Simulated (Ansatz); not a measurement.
A run of Ansatz (development build ahead of 0.2.0) on singlet CH₃Cl at this shape:

```xyz
5

C     0.0056   -0.0081   -1.1177
Cl    0.0021   -0.0012    0.6657
H     0.0008   -1.0269   -1.4763
H    -0.9012    0.5092   -1.4809
H     0.8932    0.5196   -1.4698
```

Its results:

| Property | Result |
| --- | --- |
| Converged | yes |
| Reference energy | -493.72248 hartree |
| Correlation energy | -0.06302 hartree |
| Total energy | -493.78550 hartree |
| Spin squared of the determinant | 0.000 |

(1) Which input gives this output? Name the method, the orbitals and the basis set, and write the input.

Answers

(1) RHF-MP2 in STO-3G. An unrestricted run that stays on the closed shell gives the same numbers.

```yaml
crystal:
  periodic: [false, false, false]
  atoms:
    - { symbol: C, position_ang: [0.0056, -0.00813, -1.11773] }
    - { symbol: Cl, position_ang: [0.0021, -0.0012, 0.66569] }
    - { symbol: H, position_ang: [0.00078, -1.0269, -1.47632] }
    - { symbol: H, position_ang: [-0.90123, 0.50923, -1.48089] }
    - { symbol: H, position_ang: [0.89318, 0.51957, -1.46977] }
basis:
  gaussian: { orbitals: STO-3G }
hamiltonian:
  xc: hf
correlation:
  method: mp2
  frozen_orbitals: { C: 1, Cl: 5, H: 0 }
```
